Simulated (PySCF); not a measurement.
## How methods differ on the ionisation energy of O

O [He] 2s2 2p4 (3P) → O+ [He] 2s2 2p3 (4S), as a difference of total energies. Calculation: PySCF 2.14, in aug-cc-pCVTZ-DK (7s6p4d2f, 59 functions); scalar relativity by spin-free X2C-1e. Correlated levels: valence and next inner shell: nothing frozen. The calculations carry no spin-orbit coupling.

```csv
method,ionisation energy (eV),error (eV)
UHF,12.022,-1.586
MP2 (valence and next inner shell),13.349,-0.259
SCS-MP2 (valence and next inner shell),13.446,-0.162
CCSD (valence and next inner shell),13.382,-0.226
CCSD(T) (valence and next inner shell),13.433,-0.175
```

Reference: 13.608 eV (measured; NIST levels, between the centres of gravity of the two terms).

Errors of the correlated levels include the incompleteness of this basis.
